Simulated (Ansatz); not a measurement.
**BH₄ (doublet): from Hartree-Fock to the top rungs at distance H1–H2 along a hydrogen transfer = 0.962 Å, 6-31G**

Aim: climb from Hartree-Fock through coupled cluster and multireference methods for BH₄ (doublet) at one geometry and basis, and see what each rung misses.

Program: Ansatz 0.2.0, Gaussian basis. Level of theory: 6-31G, core rule «outside noble gas», up to 1 orbitals frozen. These are calculated values, not measurements.

To be run: UHF; CCSD(T) on ROHF; CCSD(T) on UHF; BCCD(T) on ROHF; CISD; CCSDT(Q) on ROHF; CCSDT(Q) on UHF; CISDTQ; CCSDTQ on ROHF; CCSDTQ on UHF; CASSCF and MRCISD+Q, 3 electrons in 3 orbitals; CASSCF and NEVPT2, 3 electrons in 3 orbitals; CASSCF and MRCISD+Q, 7 electrons in 8 orbitals; CASSCF and NEVPT2, 7 electrons in 8 orbitals; Full CI.

5 further runs of the same task are left out: 1 for a mislabelled method, 4 that didn't finish.

**1. The geometry**

The geometry derives from fragments relaxed apart (PBE0/def2-TZVP) and kept rigid, so it is no stationary point. A hydrogen atom is moved between rigid fragments.

5 atoms, charge 0, spin multiplicity 2.

Atoms are counted from 1 here; the program's logs count them from 0.

Bond lengths: B3–H4 1.191 Å, B3–H5 1.191 Å. Angles: H4–B3–H5 129.4°.

**2. UHF**

File in.yaml:

```yaml
crystal:
  periodic: [false, false, false]
  atoms:
    - {symbol: H, position_ang: [-2.226658, 0.000000, 0.000000]}
    - {symbol: H, position_ang: [-1.264658, 0.000000, 0.000000]}
    - {symbol: B, position_ang: [0.194342, 0.000000, 0.000000]}
    - {symbol: H, position_ang: [0.703415, 0.000000, 1.077008]}
    - {symbol: H, position_ang: [0.703416, 0.000000, -1.077008]}
basis:
  gaussian: {orbitals: 6-31G}
magnetization: {spin_polarized: true, initial_magnetization: 1}
hamiltonian: {xc: hf}
output: {orbitals: {seedname: orbitals}}
```

On the command line:

```sh
ansatz run in.yaml --threads 1 --pin off --events-out ev --progress --plain --max-ram 2393MiB
```

The runs that follow: CCSD(T) on ROHF; CCSD(T) on UHF; BCCD(T) on ROHF; CISD; CCSDT(Q) on ROHF; CCSDT(Q) on UHF; CISDTQ; CCSDTQ on ROHF; CCSDTQ on UHF; CASSCF and MRCISD+Q, 3 electrons in 3 orbitals; CASSCF and NEVPT2, 3 electrons in 3 orbitals; CASSCF and MRCISD+Q, 7 electrons in 8 orbitals; CASSCF and NEVPT2, 7 electrons in 8 orbitals; Full CI.

Before running them: what should the planned runs give, taken together? Wanted: FCI below the RHF energy; RMP2 from FCI; UMP2 from FCI; RCCSD from FCI; RCCSD(T) from FCI; UCCSD(T) from FCI; RCCSDT(Q) from FCI; UCCSDT(Q) from FCI; NEVPT2 pair from FCI.

The runs gave:

```
                         quantity                                                                                                                                        value
         FCI below the RHF energy                                                                                                                                   -2.4698 eV
                    RMP2 from FCI                                                                                                                              +14.64 kcal/mol
                    UMP2 from FCI                                                                                                                              +14.62 kcal/mol
                   RCCSD from FCI                                                                                                                               +0.97 kcal/mol
                RCCSD(T) from FCI                                                                                                                               +0.26 kcal/mol
                UCCSD(T) from FCI                                                                                                                               +0.27 kcal/mol
               RCCSDT(Q) from FCI                                                                                                                               +0.01 kcal/mol
               UCCSDT(Q) from FCI                                                                                                                                0.00 kcal/mol
             NEVPT2 pair from FCI                                                                                                                              +10.47 kcal/mol
          NEVPT2 valence from FCI                                                                                                                               +4.58 kcal/mol
        MRCISD+Q valence from FCI                                                                                                                               +0.12 kcal/mol
levels within 1 kcal/mol (43 meV)  RCCSD, UCCSD, RCCSD(T), UCCSD(T), BCCD(T), RCCSDT, UCCSDT, CISDTQ, RCCSDT(Q), UCCSDT(Q), RCCSDTQ, UCCSDTQ, MRCISD valence, MRCISD+Q valence
                    T1 diagnostic                                                                                                                                        0.023
   effectively unpaired electrons                                                                                                                                         1.02
```

In words: RCCSD(T) lands +0.26 kcal/mol from the yardstick (0.5 % of the correlation energy). One determinant dominates. Of the multireference levels listed MRCISD+Q valence comes nearest in total energy (+0.12 kcal/mol), which doesn't show that its space is the better one. These misses are within one basis, not against nature; the frozen cores of restricted and unrestricted runs differ, which can shift their rows.
